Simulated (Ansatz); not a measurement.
# Sodium, bcc: convergence with the plane-wave cutoff

Computed with Ansatz, LDA, scalar-relativistic PAW, on the relaxed cell (a = 4.057 Å; spin not included). Errors count from a run at 420 eV on a Γ-centred 18×18×18 mesh with Fermi-Dirac smearing of 0.1 eV, extrapolated to zero width. Fixed here: mesh 11×11×11, Fermi-Dirac width 0.1 eV. The pressure holds a Pulay correction and is unreliable far below the recommended cutoff. The SCF starts from atomic densities corrected by a trained network.

```csv
cutoff (eV),E(σ→0) error (meV/atom),P (GPa),SCF iterations
150,18192.0,1.61,7
200,2923.8,0.23,6
250,429.9,-0.05,6
300,47.7,-0.03,6
350,0.8,-0.03,6
420,-2.3,-0.02,6
500,-2.5,-0.02,6
600,-2.6,-0.02,6
800,-2.7,-0.02,6
```

Within 5 meV/atom of the last row: from 350 eV on.
